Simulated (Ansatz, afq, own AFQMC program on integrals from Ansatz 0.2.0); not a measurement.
AFQMC on a folder of integrals that Ansatz 0.2.0 wrote.

```yaml
crystal:
  periodic: [false, false, false]
  atoms:
    - {symbol: Si, position_ang: [0.000000, -0.103052, 0.000000]}
    - {symbol: H, position_ang: [0.000000, 1.435741, -2.596377]}
    - {symbol: H, position_ang: [0.000000, 1.435738, 2.596378]}
basis:
  gaussian: {orbitals: cc-pVDZ}
magnetization: {spin_polarized: true, initial_magnetization: 2}
correlation: {method: ccsd_t, electrons: outside_noble_gas, hamiltonian_folder: ham}
```

```sh
$ ansatz run in.yaml --threads 1 --pin off --events-out ev --progress --plain --max-ram 24576MiB --backend cuda --devices 0, --max-vram 18GiB
```

Options of the walk:

```
--method phaseless --trial hf --walkers 4000 --populations 20 --least-time 40 --time-step 0.005 --steps-per-block 20 --equilibration-blocks 160 --max-blocks 4000 --target-error 0.00145 --factor-cut 1e-05 --start spin_pure --seed 5341 --taylor-order 6
```

Times are imaginary, in 1/Eh. The walk had a cap of 49 s. With eight or more populations the least sampling time is a fifth of least-time, and the error comes from their spread.

Log:

```
orbitals 23  electrons 4 2  factors 127 of 273
reference energy -289.85128060 Eh
CCSD correlation -0.06850547 Eh in 34 cycles, weight of the determinant in the CISD state 0.8758
energy of the start -289.857192 Eh
 block  time / (1/Eh)  mean weight  energy / Eh
     1     0.100  1.0001  -289.865058
     2     0.200  1.0001  -289.871974
     3     0.300  1.0002  -289.877883
     4     0.400  1.0003  -289.883283
     5     0.500  1.0003  -289.887847
     8     0.800  1.0003  -289.899123
    13     1.300  1.0001  -289.910293
    31     3.100  0.9999  -289.925472
    49     4.900  1.0000  -289.926817
    67     6.700  1.0000  -289.927314
    73     7.300  1.0000  -289.929282
    85     8.500  0.9999  -289.925058
   103    10.300  0.9999  -289.925615
   121    12.100  1.0001  -289.924150
   139    13.900  1.0000  -289.924744
   157    15.700  1.0001  -289.922648
   175    17.500  1.0000  -289.924722
   193    19.300  1.0000  -289.926385
   211    21.100  1.0000  -289.922263
   229    22.900  0.9999  -289.924104
   235    23.500  1.0000  -289.925024
error from the spread of 20 populations
energy -289.923516 +/- 0.000504 Eh
(rows thinned)
```

The run passed its tests (sampling time, drift between the halves within three errors, error under three times the target), which doesn't prove that it has relaxed. The second half of the sampling lies above the first by 1.5 errors of their difference, so the energy may still be moving and its error bar be too small.

Against this walk (error 13.7 meV) on the same determinant: CCSD(T) 48.8 meV higher, CCSDT(Q) 62.9 meV lower, CCSDTQ 106.6 meV lower, full CI 115.4 meV lower, a separate phaseless walk with a CISD trial and standard settings 33.5 ± 13.9 meV lower. The error is statistical and leaves out the bias of the constraint. The determinant has ⟨S²⟩ = 2.94, so the low cluster orders mix in higher spin, while the walk starts as a pure triplet. Full CI is exact here, so the walk's 115 meV above it is the walk's own error: the bias of the constraint with this trial, or a walk that hasn't relaxed. The determinant is a poor start (see the cautions), so the low cluster orders aren't to be relied on, and full CI is the sure value.

Cautions: constraint bias not in the error; lower spins were not checked; strong correlation (T1 0.046, weight of the determinant 0.88, largest double 0.12); unrestricted determinant spin contaminated (⟨S²⟩ 2.94 against 2.00); the CCSDTQ amplitudes may be one of several solutions (largest double 0.53).

The walk took 14 s on 1 × NVIDIA H100 80GB HBM3 with 2 threads of AMD EPYC 7R13 Processor (Zen 3), on a shared host (the card was shared). The log's last line is the phaseless energy.

CCSDT and higher add their correlation energy to the determinant of the CCSD(T) run, since their own runs factorise the integrals more tightly (a shift of under 2 meV).
